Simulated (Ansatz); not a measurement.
Geometry optimisation, RKS PBE/def2-SVP in Ansatz 0.2.0.

Input:

```yaml
crystal:
  periodic: [false, false, false]
  atoms:
    - { symbol: "N", position_ang: [-1.3549, 0.1135, 0.5187] }
    - { symbol: C, position_ang: [0.0009, -0.1179, 0.5969] }
    - { symbol: O, position_ang: [0.5945, 1.074, 0.9934] }
    - { symbol: F, position_ang: [0.2659, -1.0038, 1.5802] }
    - { symbol: C, position_ang: [0.6362, -0.619, -0.7347] }
    - { symbol: O, position_ang: [2.04967, -0.83197, -0.55968] }
    - { symbol: H, position_ang: [-1.5082, 0.6865, -0.3538] }
    - { symbol: H, position_ang: [-1.8291, -0.7155, 0.3394] }
    - { symbol: H, position_ang: [0.1247, 1.2987, 1.8522] }
    - { symbol: H, position_ang: [0.44573, 0.10097, -1.51134] }
    - { symbol: H, position_ang: [0.16473, -1.56104, -1.00355] }
    - { symbol: H, position_ang: [2.1177, -1.44342, 0.20972] }
basis:
  gaussian: { orbitals: def2-SVP }
hamiltonian:
  xc: pbe
relax:
  f_tol: 0.015
  max_steps: 40
```

Command:

```bash
$ ansatz run input.yaml --threads 2 --pin off --max-ram 3072MiB --backend cpu --events-out ev --progress --plain --runs-dir out
```

Where does it end, and by what steps?

The forces met the threshold. After 7 steps the energy has fallen by 0.503 eV; H7 moved furthest, 0.22 Å.

| step | energy less start (eV) | largest force component (eV/Å) | accepted |
| --- | --- | --- | --- |
| 0 | 0.0000 | 2.549 | yes |
| 1 | -0.4182 | 1.273 | yes |
| 2 | -0.4903 | 0.427 | yes |
| 3 | -0.5004 | 0.134 | yes |
| 4 | -0.5020 | 0.062 | yes |
| 5 | -0.5024 | 0.026 | yes |
| 6 | -0.5025 | 0.054 | yes |
| 7 | -0.5026 | 0.008 | yes |

```xyz
12
Properties=species:S:1:pos:R:3
N -1.392 0.073 0.544
C 0.038 -0.091 0.568
O 0.640 1.080 0.958
F 0.279 -1.108 1.536
C 0.701 -0.614 -0.716
O 2.058 -0.928 -0.549
H -1.658 0.736 -0.194
H -1.866 -0.819 0.362
H 0.092 1.415 1.697
H 0.624 0.172 -1.497
H 0.087 -1.488 -1.058
H 2.105 -1.446 0.278
```

Whether the end is a true minimum wasn't checked by a vibrational analysis.

The run took 22 s on 2 threads of AMD EPYC 7R43 64-Core Processor (Zen 3) (shared host), peak memory 0.17 GiB.
